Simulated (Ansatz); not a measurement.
Rock-salt MgS

Computed with PBE0 (Ansatz, a quantum-chemistry and plane-wave program, PAW).

Run with plane-wave cutoff 500 eV, 8×8×8 k mesh, gaussian smearing 0.02 eV, scalar-relativistic PAW data made under PBE.

Cell: relaxed with r²SCAN: a = b = c = 5.203 Å, α = β = γ = 90.00°.

```json
{
 "band_gap": "4.53 eV (on the SCF k mesh)"
}
```

Note: cell and atoms aren't relaxed at this level (pressure -0.4 GPa).
